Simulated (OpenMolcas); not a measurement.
# UX3LYP/def2-TZVPD run of [OF2]+ (SMILES F[O+]F)

Aim: the vertical ionisation energy of [OF2]+ at UX3LYP/def2-TZVPD, from 2 runs. 

The calculation is run with OpenMolcas 26.06.

### Step 1. The structure to begin with

[OF2]+: 3 atoms, total charge +1, spin state doublet. SMILES: `F[O+]F`. The shape is that of a GFN2-xTB optimisation.

Bond lengths: F1–O2 1.287 Å, O2–F3 1.287 Å. Angles: F1–O2–F3 110.7°.

### Step 2. Energy and gradient at UX3LYP/def2-TZVPD

The input, geom.xyz:

```xyz
3

F      0.928320    -0.299370     0.478940
O      0.000600     0.484920     0.053430
F     -0.928920    -0.185540    -0.532380
```

The input, job.input:

```
&GATEWAY
  BasLib=$CurrDir
  Coord=geom.xyz
  Basis=def2-TZVPD
  Group=NoSym

&SEWARD
  GridInput
  Grid=Coarse
  End of Grid

&SCF
  UHF
  Charge=1
  Spin=2
  KSDFT=HYB_GGA_XC_X3LYP
  PrOrbitals=0

&ALASKA
```

The basis set def2-TZVPD is read from a file made from the Basis Set Exchange's data (not shown).

Launch:

```bash
$ export MOLCAS_MEM=1860
$ pymolcas job.input > job.log
```

The program printed:

```text
--- Start Module: gateway ---
[...]
--- Stop Module: gateway /rc=_RC_ALL_IS_WELL_ ---
[...]
      Basis functions          120
[...]
--- Start Module: scf ---
[...]
       Convergence after  18 Iterations
[...]
::    Total KS-DFT energy                            -274.2285531651
[...]
      Total spin, S                                     0.5016822034
[...]
      Total electronic charge=   25.000000
      Total            charge=    1.000000
[...]
      Dipole Moment (debye):
      Origin of the operator (angstrom)=   -0.0000   -0.0270   -0.0030
                   X=  4.4085E-04               Y=  4.8193E-01               Z=  5.3018E-02           Total=  4.8483E-01
      Center of Charge (angstrom)
[...]
--- Stop Module: scf /rc=_RC_ALL_IS_WELL_ ---
[...]
--- Start Module: alaska ---
[...]
 *              Molecular gradients               *
 **************************************************
  Irreducible representation: a
 ------------------------------------------------------------------------------------------
                              X                       Y                       Z
 ------------------------------------------------------------------------------------------
  F1               -1.45797429757515E-02    2.01114990635460E-02   -5.83455670419042E-03
  O2               -7.37317922106309E-05   -3.84517101457700E-02   -4.25144035724379E-03
  F3                1.46534747679503E-02    1.83402110822133E-02    1.00859970614344E-02
 ------------------------------------------------------------------------------------------
--- Stop Module: alaska /rc=_RC_ALL_IS_WELL_ ---
[...]
```

Wall time 29 s (1 thread of Arm Neoverse V1, shared host); peak memory 0.76 GiB.

### Step 3. Singlet [OF2]2+

geom.xyz is that of step 2.

The input, job.inp:

```
>>> EXPORT MOLCAS_PRINT=2
&GATEWAY
BasLib=$CurrDir
Coord=geom.xyz
Basis=def2-TZVPD
Group=NoSym
&SEWARD
GridInput
Grid=Coarse
End of Grid
&SCF
Charge=2
KSDFT=HYB_GGA_XC_X3LYP
PrOrbitals=0
&ALASKA
```

The basis set def2-TZVPD is read from a file made from the Basis Set Exchange's data (not shown).

Launch:

```bash
$ export MOLCAS_MEM=1860
$ pymolcas job.inp > job.log
```

The program printed:

```text
--- Start Module: gateway ---
[...]
--- Stop Module: gateway /rc=_RC_ALL_IS_WELL_ ---
[...]
      Basis functions          120
[...]
--- Start Module: scf ---
[...]
       Convergence after  18 Iterations
[...]
::    Total KS-DFT energy                            -273.3035166286
[...]
      Total spin, S                                     0.0000000000
[...]
      Total electronic charge=   24.000000
      Total            charge=    2.000000
[...]
      Dipole Moment (debye):
      Origin of the operator (angstrom)=   -0.0000   -0.0270   -0.0030
                   X=  5.8702E-04               Y=  5.5226E-01               Z=  6.0801E-02           Total=  5.5560E-01
      Center of Charge (angstrom)
[...]
--- Stop Module: scf /rc=_RC_ALL_IS_WELL_ ---
[...]
--- Start Module: alaska ---
[...]
 *              Molecular gradients               *
 **************************************************
  Irreducible representation: a
 ------------------------------------------------------------------------------------------
                              X                       Y                       Z
 ------------------------------------------------------------------------------------------
  F1                1.64274010057923E-02   -1.86530460849674E-02    7.01277338728712E-03
  O2                2.76033628980495E-05    3.52782518055168E-02    3.87849124384876E-03
  F3               -1.64550043686642E-02   -1.66252057205574E-02   -1.08912646311712E-02
 ------------------------------------------------------------------------------------------
--- Stop Module: alaska /rc=_RC_ALL_IS_WELL_ ---
[...]
```

Wall time 26 s (1 thread of Arm Neoverse V1, shared host); peak memory 0.76 GiB.

### Step 4. What came out

At UX3LYP/def2-TZVPD:

```
                                            quantity          value
                        doublet [OF2]+: total energy  -274.22855 Eh
  doublet [OF2]+: HOMO energy (highest over α and β)      -21.15 eV
   doublet [OF2]+: LUMO energy (lowest over α and β)      -16.17 eV
                                doublet [OF2]+: ⟨S²⟩          0.753
            doublet [OF2]+: largest force on an atom     1.989 eV/Å
                       singlet [OF2]2+: total energy  -273.30352 Eh
                        singlet [OF2]2+: HOMO energy      -34.09 eV
                        singlet [OF2]2+: LUMO energy      -29.19 eV
                      singlet [OF2]2+: HOMO–LUMO gap        4.90 eV
           singlet [OF2]2+: largest force on an atom     1.825 eV/Å
vertical ionisation energy (to the singlet dication)      25.172 eV
```

What this shows: The vertical ionisation energy comes to 25.17 eV (2429 kJ/mol). The largest force (doublet [OF2]+) is 1.99 eV/Å: the shape isn't a stationary point for this species at this level. Only the singlet of the ionised species was computed; a triplet could lie lower.
